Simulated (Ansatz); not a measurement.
C3H4OS can be A, `C#CSCO`, or B, `O=C1CSC1`.

Calculated with Ansatz (gas phase, PBE0-D4/def2-TZVP geometries, no zero-point term in ΔE). CCSD(T)/CBS adds triple-zeta CCSD(T) − MP2 to the extrapolated MP2 energy (def2 sets, frozen cores). Functionals use def2-TZVPP. B3LYP here is the variant with VWN-RPA as its local correlation; programs differ in this. One conformer a species, not always the lowest.

Which is lower in electronic energy at CCSD(T)/CBS, and by how much? (Estimate.)

Computed: B, by 33.9 kcal/mol.

Give E(B) − E(A) in kcal/mol with r2SCAN-D4, B3LYP, LDA (SPW92), B2PLYP, HF/def2-TZVPP, CCSD/def2-TZVPP, ωB97M-V. (An estimate is asked.)

Computed: r2SCAN-D4 -37.1, B3LYP -33.6, LDA (SPW92) -40.2, B2PLYP -33.5, HF/def2-TZVPP -35.1, CCSD/def2-TZVPP -35.2, ωB97M-V -36.9. None reverses the order clearly.

Does the order hold for the free energy at 298.15 K (harmonic terms from PBE0-D4)? (An estimate is asked.)

The calculation gave: Yes: G(B) − G(A) = -31.9 kcal/mol, for one conformer each. Modes under 60 cm⁻¹, often nearly free rotors, make the harmonic entropy too high.

Largest T1 diagnostic: 0.015.

At CCSD(T), def2-SVP lies −4.9 kcal/mol from the extrapolated value and def2-TZVPP −1.2 kcal/mol. Leaving LDA and LC-ωPBE aside and taking each functional with its dispersion term where it has one, the values, not all of them listed here, spread over 7.3 kcal/mol, from ωB97X-V to BLYP-D4. LDA lies −2.4 kcal/mol from PBE without D4.
